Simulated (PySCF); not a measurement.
# Optical rotation: `C[C@@H]1C[C@H]1F`, C4H7F

Geometry:
```tsv
atom	x (Å)	y (Å)	z (Å)
C1	1.478	0.201	0.170
C2	0.157	-0.061	-0.507
C3	-1.087	0.662	-0.060
C4	-0.921	-0.796	0.219
F5	-1.695	-1.674	-0.486
H6	1.958	1.076	-0.266
H7	1.335	0.381	1.233
H8	2.145	-0.650	0.049
H9	0.233	-0.266	-1.568
H10	-1.020	1.345	0.772
H11	-1.810	0.944	-0.809
H12	-0.773	-1.163	1.227
```

Level of theory: TDDFT PBE0/def2-SVPD circular dichroism and optical rotation, one conformer, gas phase (PySCF 2.14.0). Geometry: GFN2-xTB.

States above about 8.0 eV lie in this functional's continuum (it starts at minus the energy of the highest occupied orbital, well below the true ionisation energy for most functionals) and depend on the basis.

Stereocentres: C2 R, C4 R.

Task: Give the optical rotatory dispersion at 633, 589.3, 546, 436, 405, 365, 355 nm.

Result: [α] in deg dm⁻¹ (g/mL)⁻¹:
```tsv
λ (nm)	origin-invariant length gauge	modified velocity gauge	length gauge (centre of mass)	isotropic polarisability (au)
633	-19.8	-20.6	-19.9	48.4
589.3	-23.0	-23.9	-23.1	48.5
546	-27.0	-28.0	-27.1	48.7
436	-43.2	-45.0	-43.4	49.3
405	-50.5	-52.6	-50.6	49.7
365	-62.9	-65.5	-63.0	50.2
355	-66.6	-69.5	-66.8	50.4
```

Task: And for the mirror image at 589.3 nm?

Result: +23.0 deg dm⁻¹ (g/mL)⁻¹ (origin-invariant length gauge): the same size and the opposite sign.

Task: What is the molar rotation [Φ] = [α]·M/100 of the geometry above at 589.3 nm?

Result: With M = 74.10 g/mol, -17.0 deg cm² dmol⁻¹ (origin-invariant length gauge).

The first excitation lies at 7.74 eV (160 nm) with R = +23.0 × 10⁻⁴⁰ esu² cm² (velocity form).
